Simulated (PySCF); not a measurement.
## Identify the compound

The spectra below were simulated for a compound C5H10O.

1H NMR (400 MHz, computed): δ 9.81 (s, 1H), 1.04 (s, 9H).

13C{1H} NMR (computed): δ 211.2 (CH), 44.5 (C), 24.8 (CH3, 3C).

No solvent model, fast rotation and ring inversion assumed for equivalent nuclei, non-relativistic, a single conformation. Geometry: GFN2-xTB; GIAO PBE0/pcSseg-1 shieldings; PySCF 2.14.0 with density-fitted response routines.

Chemical shifts δ = σref − σ; 1H (31.72 ppm) and 13C (186.93 ppm) vs TMS, all at this level.

Problem. What is the structure?

Solution. 
1. The formula gives 1 degree of unsaturation (no ring in the answer).
2. 3 carbon signals for 5 carbons: some carbons are equivalent by symmetry or fast rotation.
3. Carbon types of the structure: 1 × C, 1 × CH, 3 × CH3, which accounts for all hydrogens.
4. δC 211.2: aldehyde carbonyl carbon; the double bond to the heteroatom, with no lone-pair donor beside it, deshields it most.
5. δC 44.5: quaternary sp3 carbon α to a carbonyl; the adjacent C=O deshields it moderately.
6. δC 24.8: methyl carbon; saturated and bonded to C and H only.
7. δH 9.81: hydrogen on an aldehyde carbonyl carbon; the C=O anisotropy and electron withdrawal place aldehyde protons far downfield.
8. δH 1.04: hydrogen on a methyl carbon.

These data were computed for SMILES CC(C)(C)C=O.

The shifts were computed for this structure.

Shifts are as computed. Against solution values, carbons near 30 ppm lie about +3 ppm off and those near 130 ppm about +5 ppm. Of 1211 compounds with measured shifts, 218 miss one by over three times the rms of a fit or turn the order of signals round; such compounds aren't used in these exercises. No couplings were computed; multiplicities are counted from neighbouring protons, with m where these are inequivalent, close in shift, in a saturated or five-membered ring or joined by F or P, and br s for small geminal =CH2 splittings.
